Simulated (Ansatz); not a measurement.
This geometry of CH₆OSi (9 atoms, charge 0, multiplicity 1) is a first-order saddle point.

Level of theory: RKS PBE/cc-pVDZ in Ansatz 0.2.0.

```xyz
9
Properties=species:S:1:pos:R:3
Si 0.234 -0.104 -0.473
H 0.364 0.070 1.237
H 1.400 0.047 0.520
H -0.848 0.887 -0.093
O -0.345 -1.705 -0.564
C -1.394 -2.182 0.279
H -1.052 -2.271 1.335
H -2.285 -1.513 0.260
H -1.699 -3.184 -0.086
```

Question: Which two structures does it join? (They come from a converged band through this point; their orientation in space is the band's.)

Answer: Bonds broken: Si1–H2, Si1–H3. Bonds formed: H2–H3. CH6OSi becomes CH4OSi + H2.

Image 0:

```xyz
9
Properties=species:S:1:pos:R:3
Si 0.232 -0.079 0.203
H 0.413 0.037 1.702
H 1.535 0.157 -0.506
H -0.800 0.943 -0.227
O -0.238 -1.654 -0.242
C -1.444 -2.213 0.272
H -1.428 -2.300 1.383
H -2.341 -1.616 -0.016
H -1.555 -3.231 -0.154
```

Image 8:

```xyz
9
Properties=species:S:1:pos:R:3
Si 0.215 -0.313 -0.961
H 0.736 0.575 1.393
H 1.378 0.338 1.020
H -0.977 0.510 -0.332
O -0.305 -1.866 -0.493
C -1.443 -2.218 0.289
H -1.106 -2.660 1.253
H -2.090 -1.336 0.499
H -2.033 -2.988 -0.254
```

Question: How far does it lie above each of them?

Answer: 232.1 kJ/mol above the first and 64.1 kJ/mol above the second. This is the barrier of this one path; another mechanism may lie lower. The orbitals stay closed-shell, which can raise the energy where a bond breaks towards radicals; this wasn't checked here.

Run time: 2.8 min on 1 thread of AMD EPYC 7R43 64-Core Processor (Zen 3), with other jobs on the host, peak memory 0.13 GiB.
